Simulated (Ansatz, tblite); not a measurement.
Forces on the cluster Li3H2 at its PBE-D4/def2-TZVP geometry. Charge 0, multiplicity 2.

The xTB rows come from tblite. The structure comes from a short search, and lower isomers may exist.

GFN1-xTB (tblite), largest force 0.56 eV/Å:

```xyz
5
positions Å, forces eV/Å
Li   -0.202    1.440   -1.234    0.140   -0.474    0.259
Li    1.145   -1.250   -0.874   -0.316    0.440    0.136
Li   -0.492   -0.097    1.114    0.224    0.045   -0.508
H     0.475   -1.433    0.686   -0.018   -0.020    0.059
H    -0.926    1.341    0.309   -0.030    0.010    0.055
```

GFN2-xTB (tblite), largest force 0.47 eV/Å:

```
Li 0.162 -0.412 0.144
Li -0.242 0.397 0.036
Li 0.127 0.026 -0.291
H -0.159 0.262 0.019
H 0.112 -0.272 0.092
```

r2SCANh-D4/def2-TZVP (Ansatz), largest force 0.05 eV/Å:

```
Li -0.005 0.008 -0.007
Li 0.007 -0.008 -0.004
Li -0.025 -0.006 0.041
H 0.016 -0.010 -0.013
H 0.007 0.016 -0.016
```
